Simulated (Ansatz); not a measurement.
## Setting up BH3F− (SMILES [H][B-]([H])([H])F) in Ansatz

BH3F−: 5 atoms, total charge -1, spin state singlet. As SMILES, `[H][B-]([H])([H])F`. The coordinates come from a GFN2-xTB relaxation.

| atom | x (Å) | y (Å) | z (Å) |
| --- | --- | --- | --- |
| B | -0.0003 | 0.0004 | -0.0571 |
| F | 0.0125 | -0.0209 | 1.3892 |
| H | 1.1601 | 0.0117 | -0.4543 |
| H | -0.5906 | 1.0127 | -0.4241 |
| H | -0.5817 | -1.0038 | -0.4537 |

Settings wanted:

```yaml
basis_set: STO-3G
task: energy
method: BCCD(T)
reference: RHF
relativity: none
accuracy: high
frozen_core_orbitals: 2
```

Problem. Write the Ansatz 0.2.0 input and the command.

Solution. This one ran through:

run.yaml:
```yaml
crystal:
  periodic: [false, false, false]
  atoms:
    - {symbol: B, position_ang: [-0.000350, 0.000360, -0.057130]}
    - {symbol: F, position_ang: [0.012500, -0.020940, 1.389230]}
    - {symbol: H, position_ang: [1.160070, 0.011720, -0.454270]}
    - {symbol: H, position_ang: [-0.590550, 1.012650, -0.424140]}
    - {symbol: H, position_ang: [-0.581670, -1.003790, -0.453700]}
basis:
  gaussian: {orbitals: STO-3G}
total_charge: -1
correlation: {method: bccd_t, frozen_orbitals: {B: 1, F: 1, H: 0}}
accuracy: high
scf: {omitted_lower_state_checks: [cluster_reference, increment]}
```

```bash
$ ansatz run run.yaml --threads 1 --pin off --max-ram 2610MiB --events-out events.jsonl --progress --plain --runs-dir runs
```

Calculated total energy: -124.12165 Eh. Without diffuse functions the anion is poorly described.
